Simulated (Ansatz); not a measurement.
input.yaml (Ansatz)

```yaml
crystal:
  lattice:
    - [4.4692639499, 0.0, 0.0]
    - [0.0, 4.4692639499, 0.0]
    - [0.0, 0.0, 4.4692639499]
  atoms:
    - { symbol: Eu, position: [0.0, 0.0, 0.0], spin: 6.91 }
    - { symbol: Eu, position: [0.5, 0.5, 0.5], spin: -6.91 }
hamiltonian:
  xc: blyp
  pseudopotentials:
    kind: paw
    azcp:
      Eu: "pseudopotentials/Eu.paw.azcp"
basis:
  ecutwfc: 420
  fft_grid_basis: typed
kpoints:
  mp_grid: { grid: [9, 9, 9], shift: [0, 0, 0] }
magnetization:
  spin_polarized: true
scf:
  occupations: { method: fermi_dirac, width: 0.05 }
```

Output

```
band count auto-derived: 30 (N_el = 34.0; filled up to band 17; 29 by the electrons, moments and atoms)
Engine: ansatz 0.2.0, x86_64-unknown-linux-gnu
Pseudopotentials: kind: paw
Pseudopotential: Eu, paw, valence charge 17, recommended cutoff 420 eV (normal) 
Functional definition: BLYP
  parameter beta = 0.0042
  parameter a = 0.04918
  parameter b = 0.132
  parameter c = 0.2533
  parameter d = 0.349
  exchange = b88_x(beta = beta)
  correlation = lyp_c(a = a, b = b, c = c, d = d)
Crystal: 2 atoms, lattice volume = 89.271 Å³
Basis set: ecut = 420 eV, 1743 PW (Γ), exchange–correlation on 60×60×60 points (8 copies of the dense FFT grid, shifted against one another)
Bands: 30, of which v1, the nominal top of the filled ones, is band 17 counted from 1 (16 counted from 0)
Symmetry: 48 space group operations
Space group: Pm-3m (ITA 221), of the structure as read, at distance tolerance 4.5e-5 Å
Magnetic group: BNS 221.97 (UNI 1599), of the structure as read, at distance tolerance 4.5e-5 Å
k-points: 35 of 729
Non-local potential: Eu, projectors of the file, l = 0: 3, l = 1: 2, l = 2: 2, l = 3: 3
PAW form: soft (Blöchl's): semilocal exchange-correlation on the pseudo side does not see the compensation charge
PAW frozen core: Eu, regenerated for the run's functional, and the local potential with it (the file was generated under x = pbe(κ = 0.804, μ = 0.2195149727645171), c = pbe(β = 0.06672455060314922))
PAW one-centre angular grid: Eu, 590 points (default); XC on 64 Gauss nodes
Initial density: superposition of atomic densities (chi_scale 0.1, normalization cell)
Starting moments: Σ|m| = 13.82 μB on 2 of 2 sites
Starting magnetic order: antiferromagnet; a translation exchanges its spin sublattices: spin-degenerate at every k-point
Initial wavefunctions: pseudopotential atomic-orbital guess
Functional: x = b88, c = lyp
iter 1 solved again at ethr=2.23e-3 eV; its pass at ethr=3.10e-3 eV (dr2=7.59e-1 eV) is discarded
SCF iter   1: F=—  HF=-17572.547125 eV  |F-HF|=—  |Δ(HF+E_count)|=         —  Δρ=3.64e-2 (↑3.64e-2 ↓3.64e-2)  dr2=7.71e-1  dr2_m=8.52e-1  M=0.000 μB ∫|m|=13.586 μB  β_m=0.30  ethr=2.23e-3  ⟨swp⟩=1.0  Hψ=5052  notcnv=0
Mixer restart at iter 1: flushing history
spin=Collinear: Kerker preconditioning applied to the charge; magnetization (m = ρ↑ − ρ↓) channel mixes plain (no charge-response kernel on spin).
SCF iter   2: F=—  HF=-17573.187152 eV  |F-HF|=—  |Δ(HF+E_count)|=   6.40e-1  Δρ=2.30e-2 (↑2.30e-2 ↓2.30e-2)  dr2=2.67e-1  dr2_m=3.52e-1  M=0.000 μB ∫|m|=13.567 μB  β_m=0.47  ethr=2.23e-3  ⟨swp⟩=3.6  Hψ=2137  notcnv=0
SCF iter   3: F=—  HF=-17574.052403 eV  |F-HF|=—  |Δ(HF+E_count)|=   8.65e-1  Δρ=1.21e-2 (↑1.21e-2 ↓1.21e-2)  dr2=1.54e-1  dr2_m=8.03e-2  M=0.000 μB ∫|m|=13.655 μB  β_m=0.72  ethr=7.84e-4  ⟨swp⟩=3.3  Hψ=2538  notcnv=0  defer=79
SCF iter   4: F=—  HF=-17574.670987 eV  |F-HF|=—  |Δ(HF+E_count)|=   6.19e-1  Δρ=3.94e-3 (↑3.94e-3 ↓3.94e-3)  dr2=6.09e-2  dr2_m=3.16e-3  M=0.000 μB ∫|m|=13.863 μB  β_m=0.86  ethr=4.52e-4  ⟨swp⟩=4.5  Hψ=2962  notcnv=0  defer=126
SCF iter   5: F=—  HF=-17574.715525 eV  |F-HF|=—  |Δ(HF+E_count)|=   4.45e-2  Δρ=9.02e-4 (↑9.02e-4 ↓9.02e-4)  dr2=3.21e-3  dr2_m=6.66e-5  M=0.000 μB ∫|m|=13.948 μB  β_m=0.93  ethr=1.79e-4  ⟨swp⟩=3.9  Hψ=2548  notcnv=0  defer=175
SCF iter   6: F=—  HF=-17574.716637 eV  |F-HF|=—  |Δ(HF+E_count)|=   1.11e-3  Δρ=5.59e-4 (↑5.59e-4 ↓5.59e-4)  dr2=1.11e-3  dr2_m=1.03e-4  M=0.000 μB ∫|m|=13.937 μB  β_m=0.97  ethr=9.44e-6  ⟨swp⟩=2.6  Hψ=1852  notcnv=0  defer=175
SCF iter   7: F=—  HF=-17574.716674 eV  |F-HF|=—  |Δ(HF+E_count)|=   3.75e-5  Δρ=6.77e-5 (↑6.77e-5 ↓6.77e-5)  dr2=1.34e-5  dr2_m=6.12e-7  M=0.000 μB ∫|m|=13.938 μB  β_m=0.98  ethr=3.27e-6  ⟨swp⟩=2.3  Hψ=1887  notcnv=0  defer=175
SCF iter   8: F=—  HF=-17574.759685 eV  |F-HF|=—  |Δ(HF+E_count)|=   4.30e-2  Δρ=7.30e-5 (↑7.30e-5 ↓7.30e-5)  dr2=1.86e-5  dr2_m=1.24e-6  M=0.000 μB ∫|m|=13.936 μB  β_m=0.86  ethr=3.93e-8  ⟨swp⟩=3.0  Hψ=2030  notcnv=0  defer=175
SCF iter   9: F=—  HF=-17574.759699 eV  |F-HF|=—  |Δ(HF+E_count)|=   1.43e-5  Δρ=4.50e-5 (↑4.50e-5 ↓4.50e-5)  dr2=6.37e-6  dr2_m=4.47e-7  M=0.000 μB ∫|m|=13.935 μB  β_m=0.93  ethr=3.93e-8  ⟨swp⟩=2.8  Hψ=1536  notcnv=0  defer=175
SCF iter  10: F=—  HF=-17574.759708 eV  |F-HF|=—  |Δ(HF+E_count)|=   8.82e-6  Δρ=1.35e-5 (↑1.35e-5 ↓1.35e-5)  dr2=3.48e-7  dr2_m=7.09e-8  M=0.000 μB ∫|m|=13.934 μB  β_m=0.97  ethr=1.87e-8  ⟨swp⟩=2.0  Hψ=1664  notcnv=0  defer=175
SCF iter  11: F=—  HF=-17574.759709 eV  |F-HF|=—  |Δ(HF+E_count)|=   7.55e-7  Δρ=2.03e-6 (↑2.03e-6 ↓2.03e-6)  dr2=3.84e-9  dr2_m=1.67e-9  M=0.000 μB ∫|m|=13.934 μB  β_m=0.98  ethr=1.02e-9  ⟨swp⟩=2.0  Hψ=1658  notcnv=0  defer=175
SCF iter  12: F=-17574.759709 eV  HF=-17574.759709 eV  |F-HF|=6.04e-8  |Δ(HF+E_count)|=   2.38e-8  Δρ=6.29e-6 (↑6.29e-6 ↓6.29e-6)  dr2=5.86e-8  dr2_m=1.66e-8  M=0.000 μB ∫|m|=13.934 μB  ethr=1.13e-11  ⟨swp⟩=8.8  Hψ=4898  notcnv=0
SCF 1 converged in 12 iterations: F = -17574.759709 eV  dr2 = 5.86e-8
SCF converged after 12 iterations
Magnetization: 0.0000 μB (17.0000 up, 17.0000 down)
Absolute magnetization: 13.9343 μB (∫|ρ↑−ρ↓|, with the PAW one-centre terms)
Spin contamination: 6.9598 ħ² per cell (⟨S²⟩ above its minimum at these occupations)
Per-site moments (μB) at R_I (Å): [(6.91131291576825, 1.5965796481929455), (-6.91131291576825, 1.5965796481929455)]
Free energy (F): -17574.759709 eV
Harris-Foulkes:  -17574.759709 eV  (|F-HF|=6.04e-8)
Internal energy: -17574.732308 eV  (E = F + TS)
E sigma→0 (E₀):  -17574.746008 eV
Entropy (-TS):   -0.027401 eV (-13.700 meV/atom)
Fermi energy:    8.916217 eV
--- Per-component energies (eV) ---
  E_band       = -97.529631
  E_kinetic    = 697.460463
  E_local      = -4418.570342  (includes V_loc(G=0)·N_el)
  E_nonlocal   = 951.381554
  E_hartree    = 1755.144489
  E_xc         = -345.639766
  E_vxc        = -394.685406  (∫ρ·V_xc dr)
  E_paw        = -12826.179373  (= ΣΔE_a)
  E_vpaw       = -443.424626  (= ΣTr[D̂ρ^β])
  E_aug_tail   = 0.000000  (compensation charges beyond the density's cutoff)
  E_ewald      = -3388.625337
  E_core_change = 0.296004  (= ΣΔE_core)
  E_smearing   = -0.027401  (= −TS)
  E_closure    = -0.000000  (closes the sum)
  Σ components = -17574.759709   (vs F -17574.759709, Δ=0.00e0)
```

The f occupation was not exhaustively searched.
